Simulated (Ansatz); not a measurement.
The first iterations of a band of C₂H₃OS (7 atoms, charge -1, multiplicity 1).

Computed with RKS CAM-B3LYP/6-31G* (Ansatz 0.2.0).

```
movable images  : 7
climbing image  : yes
spring          : 5.0 eV/Å²
optimiser       : quadratic models (default)
start path      : IDPP
force threshold : 0.05 eV/Å
iteration limit : 60
end points      : relaxed
```

Initial state:

```xyz
7
Properties=species:S:1:pos:R:3
C 0.171 0.668 0.007
C -0.073 -0.851 0.072
O 0.776 -1.531 0.645
S -1.539 -1.407 -0.684
H 1.118 0.913 0.500
H -0.650 1.204 0.494
H 0.197 1.004 -1.035
```

Final state:

```xyz
7
Properties=species:S:1:pos:R:3
C 0.046 0.685 0.055
C -0.108 -0.846 0.085
O -0.527 -1.347 1.127
S 0.336 -1.671 -1.382
H 1.077 0.961 -0.186
H -0.234 1.105 1.028
H -0.589 1.113 -0.727
```

| iteration | highest image above the first end (eV) | largest band force component (eV/Å) |
| --- | --- | --- |
| 1 | 0.093 | 1.157 |
| 2 | 0.027 | 0.550 |

Problem. Does the band converge within its limit, and where does its top end?

Solution. The run converged. It ended after 7 iterations with the highest image 0.016 eV above the first end. A vibrational analysis at the climbing image gives one clearly imaginary mode, 81i cm⁻¹: a first-order saddle point. Limits of this set-up: an anion without diffuse functions, the dipole of an ion depends on the origin.

The run took 100 s on 1 thread of Intel(R) Xeon(R) 6975P-C (Granite Rapids), with other jobs on the host, peak memory 0.16 GiB.
